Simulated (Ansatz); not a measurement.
# UCCSDT(Q)/3-21G run of SiH (SMILES [SiH])

Aim: the vertical doublet–quartet gap of SiH at UCCSDT(Q)/3-21G, from 2 runs. 

The calculation is run with Ansatz 0.2.0.

66 further runs of the same task are left out: 2 that didn't finish, 64 set aside as unsound or not needed.

### 1 The molecule

SiH has 2 atoms, charge 0, and is taken as a doublet. As SMILES, `[SiH]`. The coordinates come from a GFN2-xTB relaxation.

Bond lengths: Si1–H2 1.517 Å.

### 2 The energy at UCCSDT(Q)/3-21G

run.yaml

```yaml
crystal:
  periodic: [false, false, false]
  atoms:
    - {symbol: Si, position_ang: [0.000000, 0.000000, 0.000000]}
    - {symbol: H, position_ang: [0.000000, 0.000000, 1.516560]}
basis:
  gaussian:
    orbitals: 3-21G.json
magnetization:
  spin_polarized: true
  initial_magnetization: 1
correlation:
  method: ccsdt_q
  frozen_orbitals: {H: 0, Si: 5}
accuracy: high
scf:
  omitted_lower_state_checks: [cluster_reference, increment]
```

The basis set 3-21G is read from a file made from the Basis Set Exchange's data (not shown).

Started as:

```
$ ansatz run run.yaml --threads 1 --pin off --max-ram 2610MiB --events-out events.jsonl --progress --plain --runs-dir runs
```

What it wrote, shortened:

```text
Warning: RAYON_NUM_THREADS=1 ignored (pool sized by the plan → 1); use --threads N
Functional definition: HF
  name "HF"
[...]
284 factors; integrals over basis functions are off by at most 2.9e-9 eV
[...]
mean field -7834.34966586 eV, -287.9070399074 hartree, gradient 2.3e-8 eV, S^2 0.753231; 4 other end points of the search recorded, 0 dependent functions left out
5 core orbitals not correlated: weight in the atoms' cores, before any rotation towards them, 1.000 or more for the frozen orbitals, at most 0.000 for the correlated occupied ones
reference -7834.34966586 eV, -287.9070399074 hartree; 3, 2 occupied and 7, 8 virtual orbitals, 284 factors
second order -0.82801043 eV of doubles, -0.00000000 eV of singles
cycle   1  -1.07796808 eV  change   -2.5e-1 eV  update   5.1e-2
[...]
cycle  22  -1.24404653 eV  change  -5.2e-10 eV  update  2.8e-10
perturbative correction -0.00061151 eV, -0.0000224725 hartree
Total energy: -7835.59432390 eV, -287.9527802467 hartree
Checks for a lower state left out: cluster_reference, increment
```

Wall time 0.95 s (1 thread of Arm Neoverse V2, shared host).

### 3 The quartet at the same level

run.yaml

```yaml
crystal:
  periodic: [false, false, false]
  atoms:
    - {symbol: Si, position_ang: [0.000000, 0.000000, 0.000000]}
    - {symbol: H, position_ang: [0.000000, 0.000000, 1.516560]}
basis:
  gaussian: {orbitals: 3-21G.json}
magnetization: {spin_polarized: true, initial_magnetization: 3}
correlation: {method: ccsdt_q, frozen_orbitals: {H: 0, Si: 5}}
accuracy: high
scf: {omitted_lower_state_checks: [cluster_reference, increment]}
```

The basis set 3-21G is read from a file made from the Basis Set Exchange's data (not shown).

Started as:

```
$ ansatz run run.yaml --threads 1 --pin off --max-ram 2610MiB --events-out events.jsonl --progress --plain --runs-dir runs
```

What it wrote, shortened:

```text
Warning: RAYON_NUM_THREADS=1 ignored (pool sized by the plan → 1); use --threads N
Functional definition: HF
  name "HF"
[...]
284 factors; integrals over basis functions are off by at most 2.9e-9 eV
[...]
mean field -7833.56442408 eV, -287.8781828044 hartree, gradient 9.8e-8 eV, S^2 3.750875; 0 other end points of the search recorded, 0 dependent functions left out
5 core orbitals not correlated: weight in the atoms' cores, before any rotation towards them, 1.000 or more for the frozen orbitals, at most 0.000 for the correlated occupied ones
reference -7833.56442408 eV, -287.8781828044 hartree; 4, 1 occupied and 6, 9 virtual orbitals, 284 factors
second order -0.58838904 eV of doubles, -0.00000000 eV of singles
cycle   1  -0.77107342 eV  change   -1.8e-1 eV  update   4.1e-2
[...]
cycle  19  -0.89900816 eV  change   5.9e-10 eV  update  4.0e-10
perturbative correction -0.00023571 eV, -0.0000086621 hartree
Total energy: -7834.46366795 eV, -287.9112294071 hartree
Checks for a lower state left out: cluster_reference, increment
```

It took 0.87 s on 1 thread of Arm Neoverse V2, shared host.

### 4 What came out

Level: UCCSDT(Q)/3-21G, 5 core orbitals frozen.

| quantity | value |
| --- | --- |
| doublet: total energy | -287.95278 Eh |
| doublet: correlation energy (5 core orbitals frozen) | -45.7 mEh |
| doublet: ⟨S²⟩ of the reference determinant | 0.753 |
| doublet: T1 diagnostic | 0.009 |
| quartet: total energy | -287.91123 Eh |
| quartet: correlation energy (5 core orbitals frozen) | -33.0 mEh |
| quartet: ⟨S²⟩ of the reference determinant | 3.751 |
| quartet: T1 diagnostic | 0.011 |
| vertical energy of the quartet above the doublet | 1.131 eV |

What this shows: At this shape the quartet lies 1.13 eV (26 kcal/mol) above the doublet.
